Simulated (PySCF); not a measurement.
NMR problem set

- GFN2-xTB structure
- couplings computed with B3LYP/pcJ-1
- GIAO PBE0/pcSseg-1 shieldings
- code: PySCF
- one computed conformer, no relativistic terms, one averaged value for each set of equivalent atoms, isolated molecule

Referencing at the same level of theory: TMS for $^{1}$H and $^{13}$C. Multiplet labels drop J under 1 Hz and among equivalent protons, and merge close values. Unscaled 3J(H,H) run several per cent high. Where no couplings were computed, multiplicities follow the n + 1 count of equivalent neighbours, and m marks all less simple cases (inequivalent or close neighbours, rings, F or P nearby). Vicinal couplings that depend on rotamer populations or ring flexing (ring, CH–CH, X–H and H–F types) are those of the one conformer. One-bond C–F couplings are unscaled and too large by tens of Hz. Shifts are as computed. Against solution values, carbons near 30 ppm lie about +3 ppm off and those near 130 ppm about +5 ppm; carbons on Cl a further +6 ppm. Of 1211 compounds with measured shifts, 218 miss one by over three times the rms of a fit or turn the order of signals round; such compounds aren't used in these exercises. Carbons bonded to Cl come out too deshielded.

Question: C5H7Cl. $^{1}$H NMR (600 MHz, computed): δ 5.32 (s, 2H), 4.30 (m, 1H), 3.33 (m, 2H), 3.08 (m, 2H). $^{13}$C{$^{1}$H} NMR (computed): δ 149.6, 115.5, 53.0, 46.4. What is it?

Answer: `C1C(=C)CC1Cl`. Rings plus π bonds: 2 (1 ring in the answer). 4 carbon signals for 5 carbons: some carbons are equivalent by symmetry or fast rotation. Carbon types of the structure: 1 × C, 1 × CH, 3 × CH2, which accounts for all hydrogens. δC 149.6: fully substituted alkene carbon; the olefinic region. δC 115.5: terminal =CH2 carbon; an sp2 carbon of a C=C bond. δC 46.4: allylic sp3 CH2; a saturated carbon with 2 carbon neighbours and no heteroatom attached. δH 5.32: hydrogen on a terminal =CH2 carbon; a vinylic proton, deshielded by the sp2 carbon and the C=C anisotropy.

This is the structure that produced the data.

Question: C3H3F3. $^{1}$H NMR (400 MHz, computed): δ 6.35 (tdd, J = 59.0, 7.0, 2.4 Hz, 1H), 5.50 (m, 1H), 5.44 (m, 1H). $^{13}$C{$^{1}$H} NMR (computed): δ 173.9 (C, dt, J = 336.2, 29.1 Hz), 117.6 (CH, td, J = 300.3, 56.8 Hz), 103.0 (CH2, d, J = 15.0 Hz). Give a structure.

Answer: `C=C(F)C(F)F`. The formula gives 1 degree of unsaturation (no ring in the answer). 3 carbon signals for 3 carbons: no two carbons are equivalent. Carbon types of the structure: 1 × C, 1 × CH, 1 × CH2, which accounts for all hydrogens. δC 173.9: fully substituted alkene carbon. δC 117.6: allylic sp3 CH bonded to 2 F; 2 electronegative neighbours deshield it. δC 103.0: terminal =CH2 carbon; as expected for a trigonal carbon in a double bond. δH 5.50, 5.44: hydrogen on a terminal =CH2 carbon; a vinylic proton, deshielded by the sp2 carbon and the C=C anisotropy.

The shifts were computed for this structure.
